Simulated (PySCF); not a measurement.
Compound: ClH2Si(SH), ClH₃SSi.
SMILES with atom numbers: `[SH:1][SiH2:2][Cl:3]` (hydrogens: H4 on S1; H5, H6 on Si2)

Structure optimised with GFN2-xTB, isolated species.

(1) Give the optimised bond lengths and angles.

Answers

(1) 
```json
{"bond": "S1–Si2", "length (bohr)": "4.061", "order": "single"}
{"bond": "Si2–Cl3", "length (bohr)": "3.803", "order": "single"}
{"bond": "S1–H4", "length (bohr)": "2.504", "order": "single"}
{"bond": "Si2–H5, Si2–H6", "length (bohr)": "2.743", "order": "single"}
```

Bonds in one row agree within 0.02 bohr and their mean is given. Orders are formal, as drawn. A selection of angles:
```json
{"angle": "Si2–S1–H4", "degrees": "97.1"}
{"angle": "S1–Si2–Cl3", "degrees": "110.4"}
{"angle": "S1–Si2–H5", "degrees": "103.8"}
{"angle": "S1–Si2–H6", "degrees": "108.3"}
{"angle": "Cl3–Si2–H5", "degrees": "111.5"}
{"angle": "Cl3–Si2–H6", "degrees": "108.9"}
{"angle": "H5–Si2–H6", "degrees": "113.8"}
```

Torsions: H4–S1–Si2–Cl3 43° (synclinal). The mirror-image conformer, all signs reversed, is as good.

S1 (sulfur bonded to Si and H) is bent (angle 97.1°). Si2 (chlorine-bound silicon) is distorted tetrahedral (angles from 103.8° to 113.8°).

No frequency check. One conformer, not necessarily the lowest (H–S1–Si2–Cl3 43°).

The numbers are calculated, not measured.
